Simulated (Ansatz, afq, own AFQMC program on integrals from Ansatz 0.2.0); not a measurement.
**Atomization energy of GeH₂O, singlet**

```csv
atom,x (Å),y (Å),z (Å)
Ge,0.0000,0.0000,0.2692
O,0.0000,0.0000,-1.3631
H,0.0000,1.2866,1.1183
H,0.0000,-1.2866,1.1183
```

Connectivity, by distances: GeH2–O.

Atoms in their ground-state spins without spin–orbit coupling (mostly on UHF) minus the molecule (RHF), without zero-point energy. The geometry is a stationary point, not shown to be a minimum.

Basis cc-pVTZ. Only valence electrons are correlated. Ansatz 0.2.0 and our own AFQMC program on the same integrals; the CISD trial comes from CCSD amplitudes, and released means the phaseless constraint is let go. Error bars are statistical, one sigma. No spin–orbit coupling. The errors of all members are added in quadrature.

No full CI on the walks' own integrals is used here; CCSDT(Q) serves as the reference and is uncertain by about the last step of the cluster series. Each member takes its own surest rung, up to full CI.

The best estimate is CCSD(T) at the basis-set limit (CBS: def2-TZVPP and def2-QZVPP, with their diffuse functions for anions and beside diffuse sets, CCSD(T) itself extrapolated) plus the step from CCSD(T) to CCSDT(Q) in cc-pVTZ. Rows without CBS are in cc-pVTZ; B2PLYP and the wave-function rows carry a basis error of their own. Core correlation and relativity beyond core potentials are missing, and ± holds the sampling alone.

Cautions: inner d shell frozen; no relativity below Rb; no spin-orbit coupling; GeH₂O (singlet): higher spins were not checked, raised T1 diagnostic (T1 0.027, weight of the determinant 0.86, largest double 0.09), its ph-AFQMC/CISD value lies 21 ± 5 meV above CCSDT(Q).

| level | atomization energy (kcal/mol) |
| --- | --- |
| CCSD | 238.0 |
| MP2 | 253.9 |
| wB97M-V | 249.7 |

From these cheaper values, estimate the atomization energy at the level of the best estimate.

257.0 kcal/mol (best estimate, highest rung CCSDT(Q)).

```tsv
level	atomization energy (kcal/mol)	error against the best estimate (kcal/mol)
HF	144.3	-112.7
CCSD(T)	246.0	-11.0
CCSDT	245.7	-11.3
CCSDT(Q)	246.7	-10.3
ph-AFQMC/CISD	246.4 ± 0.1	-10.6 ± 0.1
released AFQMC	246.6 ± 0.2	-10.5 ± 0.2
HF/CBS	146.3	-110.8
MP2/CBS	265.2	8.1
CCSD(T)/CBS	256.4	-0.7
PBE	259.4	2.3
r2SCAN	255.1	-1.9
PBE0	245.4	-11.7
B3LYP	249.8	-7.2
B2PLYP	251.7	-5.4
```

Correlation beyond CCSD(T) adds 0.7 kcal/mol. Going to the basis-set limit adds 10.3 kcal/mol at CCSD(T). The perturbative (T) step is worth +8.1 kcal/mol.

Best estimates are given only where the step beyond CCSD(T) is under 0.3 eV and no member's determinant is very poor (T1 over 0.05, or 0.07 for open shells, ⟨S²⟩ too high by 0.3, two states mixed), so the hardest cases are missing from such tables.

The functionals ran in a triple-zeta set and keep a basis error of their own, a few kJ/mol for each bond in atomization energies and more for double hybrids, so close places among them and the extrapolated levels can swap.

CCSDT and higher add their correlation energy to the determinant of the CCSD(T) run, since their own runs factorise the integrals more tightly (a shift of under 2 meV). Each member of a difference takes its own highest rung, so a best estimate needn't equal the limit plus the step of one row. A walk keeps the symmetry of its determinant, which the program's search chose and which needn't be the lowest solution, so a lower state of the same spin and another symmetry isn't excluded. Released energies are given only where the last usable release times agree within the noise; a slower fall can still hide under it.
